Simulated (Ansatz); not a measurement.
`F[SiH2][SiH3]` → SiH₄ + `F[SiH]`  (silylene formation by 1,1-elimination)

Isolated molecules relaxed with PBE0-D4/def2-TZVP in Ansatz; ΔE leaves out vibrations. CCSD(T)/CBS is the MP2 limit (def2-TZVPP, def2-QZVPP) plus CCSD(T) − MP2 in def2-TZVPP, frozen cores. This one scheme is used for every species. Functionals use def2-TZVPP.

**Question.** Is it downhill or uphill in electronic energy at CCSD(T)/CBS, and by how much? (An estimate is asked.)

**Answer.** Computed: Uphill: ΔE = +2.01 eV.

**Question.** What do these levels give: BHLYP-D4, ωB97X-V, B2PLYP, PBE, revPBE, PBE0, BHLYP, HF/def2-SVP, CCSD(T)/def2-SVP, HF/def2-TZVPP, MP2/def2-TZVPP, CCSD/CBS(def2)? (Best estimate.)

**Answer.** Computed: BHLYP-D4 2.06, ωB97X-V 2.11, B2PLYP 1.92, PBE 2.02, revPBE 1.89, PBE0 2.13, BHLYP 1.96, HF/def2-SVP 1.81, CCSD(T)/def2-SVP 1.80, HF/def2-TZVPP 1.85, MP2/def2-TZVPP 2.06, CCSD/CBS(def2) 1.99 eV.

Largest T1 diagnostic among the species: 0.015.

From PBE to PBE0 (25 % exact exchange), in def2-TZVPP and without D4, ΔE moves by +0.11 eV. At CCSD(T), def2-SVP lies −0.21 eV from the extrapolated value and def2-TZVPP −0.07 eV.
